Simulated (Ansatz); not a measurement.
A made-up structure of CH4NSi (charge +1), closed shell:

```csv
atom,x (Å),y (Å),z (Å)
C1,-0.7913,0.6789,-0.2444
N2,0.2302,-0.2118,0.1464
Si3,1.4193,-1.1651,0.1672
H4,2.6105,-1.7245,-0.3662
H5,-0.3716,1.5866,-0.6829
H6,-1.3522,0.9542,0.6573
H7,2.3429,-2.0452,0.9043
```

It is relaxed with PBE-D4/def2-SVP and then PBE0-D4/def2-TZVP (Ansatz 0.2.0). Atoms count as bonded within 1.22 times the sum of their covalent radii (H–H: 0.88 Å). The end point is not checked to be a true minimum.

(1) Does its bonding change? (A judgement: the text doesn't fix the answer.)

Results:

(1) The calculation gives: No: no bond forms or breaks.

Where it ends: The first stage lowers the energy by 5.55 eV in 11 steps. It ends as CH₄NSi ([CH2][N][SiH2]), total charge +1:
C1  (-0.458, 0.707, -0.012)
N2  (0.449, -0.148, 0.072)
Si3  (1.617, -1.250, 0.178)
H4  (2.027, -1.913, -1.065)
H5  (-0.220, 1.759, -0.194)
H6  (-1.507, 0.422, 0.094)
H7  (2.180, -1.505, 1.509)
(Å)

Labels in which every atom is bracketed show which atoms are joined, not bond orders.

For scale, one of the runs: PBE0-D4/def2-TZVP relaxation, 123 basis functions, launched by `ansatz run in.yaml --threads 2 --pin off --events-out ev --progress --plain --max-ram 4352MiB`. Hardware: 2 CPU threads of an Intel Xeon Platinum 8259CL, shared host. Wall time about 24 s.
